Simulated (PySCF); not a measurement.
Homolysis of single bonds, series Al F-Br. All species are isolated molecules in the gas phase. Strings in code marks are SMILES.

The dipole moment from two functionals at the same geometries (PBE0-D3(BJ)/def2-TZVP), both in PySCF: PBE-D3(BJ)/def2-TZVP and M06-2X/def2-TZVP. 

| species | M06-2X/def2-TZVP (D) |
|---|---|
| whole molecule (`[F][Al]([F])[F]`) | 0.00 |
| radical fragment (`[F][Al][F]`) | 2.03 |
| whole molecule (`[F][Al]([F])[Br]`) | 0.73 |
| radical fragment (`[Al]([Br])[F]`) | 1.86 |

What does PBE-D3(BJ)/def2-TZVP give for each?


- whole molecule (`[F][Al]([F])[F]`): 0.00
- radical fragment (`[F][Al][F]`): 1.68
- whole molecule (`[F][Al]([F])[Br]`): 0.68
- radical fragment (`[Al]([Br])[F]`): 1.46
Over these rows, drawn at random from the members with no instability flagged (it was tested for open shells, ions and some series alone), PBE minus M06-2X: mean -0.20 D, from -0.40 D to 0.00 D.
